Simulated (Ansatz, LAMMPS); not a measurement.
## Lattice parameter a of rock-salt PbSe: levels of theory against measurement

Reference value: 6.105 Å (measured, 120 K, not corrected to a static lattice; as tabulated in Noda, Masumoto, Ohba, Saito, Toriumi, Iwata, Shibuya, Acta Cryst. C 43, 1443 …).

Put these levels in order of the lattice parameter a that they give for rock-salt PbSe, smallest first: B3LYP (VWN-RPA form) (Ansatz, a first-principles code), Hartree–Fock (Ansatz), ionic model fan2014 (rigid ions, LAMMPS), rVV10 (Ansatz), r²SCAN (Ansatz).

ionic model fan2014 (6.085 Å), r²SCAN (6.178 Å), rVV10 (6.243 Å), B3LYP (VWN-RPA form) (6.293 Å), Hartree–Fock (6.405 Å)

Differences against the reference: ionic model fan2014 -0.33 %, rVV10 +2.26 %, r²SCAN +1.20 %, B3LYP (VWN-RPA form) +3.08 %, Hartree–Fock +4.91 %.

The reference isn't brought to a static lattice, while the calculations are for one, so the differences are not the levels' errors alone. A static lattice is as a rule a little smaller than the measured one.  Density-functional levels without +SOC have no spin–orbit coupling. Hartree–Fock: the cell is over a tenth larger than the published one: the level's own overestimate first of all, though another phase or state, or a fault of the published cell, is possible. Cutoffs and k meshes differ between the levels. Ansatz's density-functional and Hartree–Fock values are scalar-relativistic unless marked +SOC, with PAW data made under PBE.

Empirical potentials (ionic model fan2014) are fitted to chosen data: where that held the value shown, agreement is built in, and what lay outside the fit can be far off.

Differences are worked out from the printed values.
